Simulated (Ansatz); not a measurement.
# How the polycrystal shear modulus of zinc-blende AlP moves with the method

No measured value is used here.

```
level (code)           value (GPa)  cell (Å³/atom)
---------------------  -----------  --------------
LDA (Ansatz)                  47.2           20.05
PBE (Ansatz)                  46.9           20.88
Hartree–Fock (Ansatz)         63.6           21.23
```

Each level is taken at its own relaxed cell. K meshes differ between the levels. Ansatz's density-functional and Hartree–Fock values are scalar-relativistic unless marked +SOC, with PAW data made under PBE.

Ansatz is a first-principles code.
